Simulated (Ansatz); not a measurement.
Geometry optimisation, RKS B3LYP-D4/def2-SVP in Ansatz.

Input file:

```yaml
crystal:
  periodic: [false, false, false]
  atoms:
    - { symbol: Al, position_ang: [0.065176, -0.100685, -0.052487] }
    - { symbol: Cl, position_ang: [0.118037, -0.659065, 2.071567] }
    - { symbol: "N", position_ang: [1.598627, -0.165661, -0.919393] }
    - { symbol: H, position_ang: [2.492134, -0.408311, -0.500156] }
    - { symbol: H, position_ang: [1.72157, 0.085345, -1.898576] }
    - { symbol: H, position_ang: [-1.300118, 0.239011, -0.740539] }
    - { symbol: H, position_ang: [0.001535, 2.420644, 1.065496] }
    - { symbol: H, position_ang: [0.012539, 1.853822, 1.509087] }
basis:
  gaussian: { orbitals: def2-SVP }
hamiltonian:
  xc: b3lyp
  dispersion: d4
relax:
  f_tol: 0.03
  max_steps: 50
```

Command:

```bash
$ ansatz run input.yaml --threads 1 --pin off --max-ram 2048MiB --backend cpu --events-out ev --progress --plain --runs-dir out
```

Where does it end, and by what steps?

The run converged. After 7 steps the energy has fallen by 0.108 eV; H8 moved furthest, 0.26 Å.

| step | energy less start (eV) | largest force component (eV/Å) | accepted |
| --- | --- | --- | --- |
| 0 | 0.0000 | 1.382 | yes |
| 1 | -0.0955 | 0.396 | yes |
| 2 | -0.1052 | 0.162 | yes |
| 3 | -0.1075 | 0.053 | yes |
| 4 | -0.1078 | 0.047 | yes |
| 5 | -0.1081 | 0.032 | yes |
| 6 | -0.1081 | 0.029 | no |
| 7 | -0.1082 | 0.006 | yes |

```xyz
8
Properties=species:S:1:pos:R:3
Al 0.075 -0.199 -0.028
Cl 0.120 -0.872 1.981
N 1.604 -0.181 -0.910
H 2.505 -0.448 -0.526
H 1.707 0.100 -1.881
H -1.279 0.202 -0.713
H 0.015 2.573 1.012
H -0.037 2.090 1.599
```

The run took 25 s on 1 thread of Arm Neoverse V1 (shared host), peak memory 0.14 GiB.
